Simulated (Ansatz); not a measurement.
Trigonal Se, treated with PBEsol in Ansatz (PAW).

Settings: plane-wave cutoff 520 eV, 12×12×8 k mesh (along the axes of the cell as run), Fermi–Dirac smearing 0.01 eV, scalar-relativistic PAW data made under PBE.

Cell (measured lattice):

```cif
data_Se3
_chemical_formula_sum 'Se3'
_space_group_name_H-M_alt 'P3121'
_space_group_IT_number 152
_space_group_name_Hall 'P 31 2"'
_cell_length_a 4.36600
_cell_length_b 4.36600
_cell_length_c 4.95400
_cell_angle_alpha 90.000
_cell_angle_beta 90.000
_cell_angle_gamma 120.000
loop_
_atom_site_label
_atom_site_type_symbol
_atom_site_symmetry_multiplicity
_atom_site_Wyckoff_symbol
_atom_site_fract_x
_atom_site_fract_y
_atom_site_fract_z
_atom_site_occupancy
Se1 Se 3 a 0.77500 0.77500 0.00000 1
```

Predict the band gap, smallest direct gap on the k points sampled and direct gap at Γ.


- band gap: 0.97 eV (indirect)
- smallest direct gap on the k points sampled: 1.19 eV
- direct gap at Γ: 2.25 eV

Note: cell and atoms aren't relaxed at this level (largest force component 0.31 eV/Å, pressure 0.3 GPa).

Spin–orbit coupling is not included.

Computed values are for the static lattice.

Ansatz is an electronic-structure program.
